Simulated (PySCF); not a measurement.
Structure problem from calculated spectra and properties.

Formula: C3H3F.

| Property | Result |
| --- | --- |
| 13C NMR | chemical shifts (computed TMS as zero) by class: 83.4 (1 C), 82.8 (1 C), 74.4 (1 C) ppm [GIAO B97-2/pcSseg-2] |
| 1H NMR | chemical shifts (computed TMS as zero) by class: 5.02 (2 H), 2.34 (1 H) ppm [GIAO B97-2/pcSseg-2] |
| Dipole | 1.78 D [B97-2/pcSseg-2] |
| NMR, other nuclei | isotropic shieldings of nuclei other than C and H, by class: 416 (1 F) ppm [GIAO B97-2/pcSseg-2] |
| Rotational structure | rotational constants A, B, C: 36.286, 4.625, 4.211 GHz [PBE0-D3(BJ)/def2-TZVP] |

The electronic properties come from PySCF, for the isolated species, density fitting. Levels stand in brackets. Isolated species at its PBE0-D3(BJ)/def2-TZVP geometry, gas phase. NMR values are class means; diastereotopic atoms form classes of their own.

Problem. What is the compound? Reason from the data.

Solution. Numbering: `[CH:1]#[C:2][CH2:3][F:4]`. Its formula, C3H3F, gives 2 degrees of unsaturation: 0 rings and 2 π bonds in the structure found. 3 carbons fall into 3 classes; from least to most shielded: terminal alkyne carbon [C1] (83.4 ppm), alkyne carbon [C2] (82.8 ppm), sp3 C–F carbon [C3] (74.4 ppm). Hydrogen classes from least to most shielded: 2 H on an sp3 C–F carbon, C3 (5.02 ppm), 1 H on a terminal alkyne carbon, C1 (2.34 ppm). The other shieldings belong to: 416 ppm, alkyl fluorine [F4]. The optimised geometry has point group Cs and is an asymmetric top. Structure: HC≡CCH2F (`C#CCF`). The assignments are read from this structure; whether some other isomer fits the data as well wasn't checked.
